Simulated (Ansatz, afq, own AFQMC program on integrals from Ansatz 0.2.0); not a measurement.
**CH2, singlet in cc-pVDZ, levels against full CI**

```xyz
3

C     0.0000   -0.1186    0.0215
H     0.0000    0.8283   -1.1393
H     0.0000    0.5846    0.8836
```

Basis cc-pVDZ. Noble-gas cores (and the filled d shells of Ga–Kr and In–Xe) are frozen. Ansatz 0.2.0 and our own AFQMC program on the same integrals; the CISD trial comes from CCSD amplitudes, and released means the phaseless constraint is let go. Error bars are statistical, one sigma.

Determinant: RHF, the one that the program's search chose, which needn't be the lowest solution. The geometry is a point of a scan.

Full CI on the same integrals is exact in this basis and with this determinant's frozen core.

Cautions: restricted determinant unstable towards unrestricted (UHF 426 meV lower, ⟨S²⟩ 0.67); the next higher spin lies close (full CI puts it 146 meV above).

The T1 diagnostic is 0.0140, the weight of the determinant in the CISD state is 0.906 and the size of the correlated space is 6 electrons in 23 orbitals.

Reference: full CI, correlation energy -4.153 eV. The released energy is read at 2.40 1/Eh (meV from the phaseless value at times in 1/Eh: -5.7 ± 2.4 at 0.24, -7 ± 3 at 0.51, -8 ± 3 at 0.99, -8 ± 3 at 1.62, -6 ± 3 at 2.40).

```json
{"level": "HF", "E − E(reference) (kcal/mol)": "95.77", "share of correlation (%)": "0.00"}
{"level": "MP2", "E − E(reference) (kcal/mol)": "23.03", "share of correlation (%)": "75.95"}
{"level": "CCSD", "E − E(reference) (kcal/mol)": "2.94", "share of correlation (%)": "96.93"}
{"level": "CCSD(T)", "E − E(reference) (kcal/mol)": "0.65", "share of correlation (%)": "99.32"}
{"level": "CCSDT", "E − E(reference) (kcal/mol)": "0.14", "share of correlation (%)": "99.85"}
{"level": "CCSDT(Q)", "E − E(reference) (kcal/mol)": "0.03", "share of correlation (%)": "99.97"}
{"level": "CCSDTQ", "E − E(reference) (kcal/mol)": "0.00", "share of correlation (%)": "99.99"}
{"level": "ph-AFQMC/HF", "E − E(reference) (kcal/mol)": "-0.11 ± 0.80", "share of correlation (%)": "100.12"}
{"level": "ph-AFQMC/CISD", "E − E(reference) (kcal/mol)": "0.07 ± 0.08", "share of correlation (%)": "99.93"}
{"level": "released AFQMC", "E − E(reference) (kcal/mol)": "-0.07 ± 0.07", "share of correlation (%)": "100.07"}
```

CCSDT and higher add their correlation energy to the determinant of the CCSD(T) run, since their own runs factorise the integrals more tightly (a shift of under 2 meV). A walk keeps the symmetry of its determinant, which the program's search chose and which needn't be the lowest solution, so a lower state of the same spin and another symmetry isn't excluded. Released energies are given only where the last usable release times agree within the noise; a slower fall can still hide under it.
